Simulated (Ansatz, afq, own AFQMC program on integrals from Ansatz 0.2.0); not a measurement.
Where AFQMC and coupled cluster stand for CH⁺, triplet

| atom | x (Å) | y (Å) | z (Å) |
| --- | --- | --- | --- |
| C | 0.0000 | 0.0000 | 0.0000 |
| H | 0.0000 | 0.0000 | 1.1225 |

Basis cc-pVTZ. Only valence electrons are correlated. Integrals, coupled cluster, full CI and functionals: Ansatz 0.2.0; the random walks run on the same integrals in our own AFQMC program. ph-AFQMC/CISD is guided by a CISD state made of CCSD amplitudes; releasing the constraint for a short imaginary time cuts its bias at the price of noise, slowly where states lie close. Free projection: walkers drawn from exp(T), propagated without any constraint. Its projection time is finite, and what remains of the start isn't in its error. Error bars are statistical, one sigma.

Determinant: ROHF, the one that the program's search chose, which needn't be the lowest solution. The geometry is a PBE0/def2-TZVP stationary point of this or a neighbouring charge and spin state.

Full CI on the same integrals is exact in this basis and with this determinant's frozen core.

Cautions: lower spins were not checked; the released energies have errors that jump between times, so the bars are unsure, so no released level is given (meV from the phaseless value at times in 1/Eh: -1.8 ± 0.4 at 0.24, 4 ± 7 at 0.51, -2.9 ± 0.3 at 0.99, 13 ± 16 at 1.62, -4.4 ± 0.7 at 2.40), though the last usable value meets full CI within the noise.

* T1 diagnostic: 0.0248
* weight of the determinant in the CISD state: 0.960
* size of the correlated space: 4 electrons in 43 orbitals

Reference: full CI, correlation energy -2.167 eV.

| level | E − E(reference) (meV) | share of correlation (%) |
| --- | --- | --- |
| HF | 2166.6 | 0.00 |
| MP2 | 502.0 | 76.83 |
| CCSD | 53.3 | 97.54 |
| CCSD(T) | 11.6 | 99.46 |
| CCSDT | 0.5 | 99.98 |
| CCSDT(Q) | 0.1 | 100.00 |
| ph-AFQMC/HF | 47.8 ± 9.2 | 97.79 |
| ph-AFQMC/CISD | 4.2 ± 0.5 | 99.80 |
| free AFQMC | -0.5 ± 0.5 | 100.02 |

CCSDT and higher add their correlation energy to the determinant of the CCSD(T) run, since their own runs factorise the integrals more tightly (a shift of under 2 meV). Free projections are given only where their last times agree within the noise and don't stop above the reference; a slow remainder of the start can still hide under it. A walk keeps the symmetry of its determinant, which the program's search chose and which needn't be the lowest solution, so a lower state of the same spin and another symmetry isn't excluded.
